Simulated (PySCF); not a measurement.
Cartesian coordinates in Å; atom numbers follow the order of the lines, from 1:
```xyz
8

B     1.3872   -0.3224   -0.0443
Si   -0.4223    0.5504   -0.0156
O    -1.6690   -0.3796   -0.6361
H     1.5484   -1.5130   -0.1849
H     2.3776    0.3486    0.1387
H    -0.4417    1.8146   -0.8085
H    -0.6649    0.9157    1.4267
H    -1.7066   -1.2896   -0.3293
```

[PySCF: GIAO KT3/pcSseg-2 shieldings; geometry from PBE0-D3(BJ)/def2-SVP; one conformer; non-relativistic; isolated molecule; equivalent nuclei averaged]

Shifts are taken against calculated references (same method and geometry level): ¹H and ²⁹Si vs TMS; ¹¹B vs BF3·OEt2; H2O for ¹⁷O.

```
atoms  nucleus  count  δ (ppm)
   O3      ¹⁷O      1        ?
   H8       ¹H      1    -0.24
H6/H7       ¹H      2        ?
   B1      ¹¹B      1    113.0
H4/H5       ¹H      2     9.82
  Si2     ²⁹Si      1    -20.6
```

Q: Fill in the missing shifts.

A: 
- H6/H7: 5.43 ppm, hydrogen on a silicon bonded to B, O
- O3: 7.0 ppm, oxygen bonded to Si, H

The OH or NH signal is concentration- and solvent-dependent in practice; the value given is the gas-phase one. Hydrogens on boron are broadened and split by ¹¹B (spin 3/2, 80 %) and 10B (spin 3). Experimental scales use liquid or dissolved standards, which lie at an offset from isolated H2O (liquid H2O: subtract about 36 ppm).
